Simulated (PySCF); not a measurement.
## Highest orbital energy against ionisation energy along the second row

Calculated with PySCF 2.14, no spin-orbit coupling. Each cell gives −ε(HOMO) / ΔSCF in eV; NIST values include spin-orbit coupling, (s) semi-empirical, (t) theoretical.

| species | UHF | LDA | PBE | PBE0 | r2SCAN | NIST (lowest levels) |
| --- | --- | --- | --- | --- | --- | --- |
| Li (aug-cc-pVQZ, non-relativistic) | 5.343 / 5.343 | 3.163 / 5.470 | 3.222 / 5.584 | 3.828 / 5.568 | 3.258 / 5.390 | 5.392 |
| Be (aug-cc-pVQZ, non-relativistic) | 8.416 / 8.043 | 5.598 / 9.025 | 5.610 / 8.998 | 6.494 / 8.973 | 5.742 / 8.793 | 9.323 |
| B (aug-cc-pVQZ, non-relativistic) | 8.674 / 8.041 | 4.111 / 8.644 | 4.172 / 8.673 | 5.374 / 8.647 | 4.586 / 8.770 | 8.298 |
| C (aug-cc-pVQZ, non-relativistic) | 11.947 / 10.799 | 6.127 / 11.690 | 6.099 / 11.540 | 7.652 / 11.514 | 6.574 / 11.667 | 11.260 |
| N (aug-cc-pVQZ, non-relativistic) | 15.535 / 13.894 | 8.404 / 15.007 | 8.304 / 14.731 | 10.216 / 14.702 | 8.896 / 14.805 | 14.534 |
| O (aug-cc-pVQZ, non-relativistic) | 14.197 / 12.025 | 7.450 / 14.003 | 7.602 / 14.064 | 9.486 / 13.850 | 7.923 / 13.716 | 13.618 |
| F (aug-cc-pVQZ, non-relativistic) | 18.503 / 15.653 | 10.369 / 17.959 | 10.309 / 17.658 | 12.570 / 17.447 | 10.792 / 17.537 | 17.423 |
| Ne (aug-cc-pVQZ, non-relativistic) | 23.148 / 19.662 | 13.560 / 22.190 | 13.352 / 21.662 | 16.002 / 21.452 | 13.988 / 21.484 | 21.565 |

Problem. How far is −ε(HOMO) from ΔSCF on average for each method, and why?

Solution. UHF 1.54 eV; LDA -5.65 eV; PBE -5.53 eV; PBE0 -3.82 eV; r2SCAN -5.05 eV. Hartree-Fock orbital energies lack relaxation and so exceed the ΔSCF value; semilocal functionals have convex E(N) from self-interaction, so their HOMO lies far too high; exact exchange moves hybrids part of the way back.
